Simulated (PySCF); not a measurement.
Silicon diatomic, Si₂ (triplet state).
Atom-mapped SMILES: `[Si:1][Si:2]`

Theory: UKS B3LYP, IGLO-III on Si, non-relativistic, mean-field spin-orbit, GIAO (PySCF 2.14.0). Geometry: PBE0-D3(BJ)/def2-SVP; no solvent, vibrations or thermal averaging.

Principal values of hyperfine tensors in MHz (contact, dipolar and spin–orbit terms together), for some of the nuclei:

```tsv
atom	isotope	A1	A2	A3	alike by the symmetry of this geometry
Si2	29Si	-30.89	-30.88	43.83	Si1
```

(1) Give the isotropic coupling of each nucleus in MHz and in mT (g = 2.0014), and the anisotropic part.

(2) What spin density at the nucleus of Si2 lies behind its contact coupling (g_N = -1.11058)?

(3) Describe the form of this traceless tensor T.

## Answers

(1) a_iso is a third of the trace, T = A − a_iso, and a(mT) = a(MHz)/(g × 13.996). The tensors hold a spin–orbit part: the run splits a_iso into a_FC + a_SO, and T includes its anisotropic share.

```json
{"atom": "Si2", "a_iso (MHz)": "-5.98", "a_FC": "-7.08", "a_SO": "1.10", "a_iso (mT)": "-0.214", "T1": "-24.90", "T2": "-24.90", "T3": "49.81"}
```

(2) a_FC = 800.24 MHz bohr³ × g_N × ρ(0)/(2S). With a_FC = -7.08 MHz and 2S = 2, ρ(0) = 0.01593 bohr⁻³. The nuclear moment is negative, so coupling and spin density have opposite signs.

(3) Si2: -24.9, -24.9, 49.8 MHz, axial, in the ratio −1:−1:+2, as the symmetry of a linear species with an axial spin density requires.
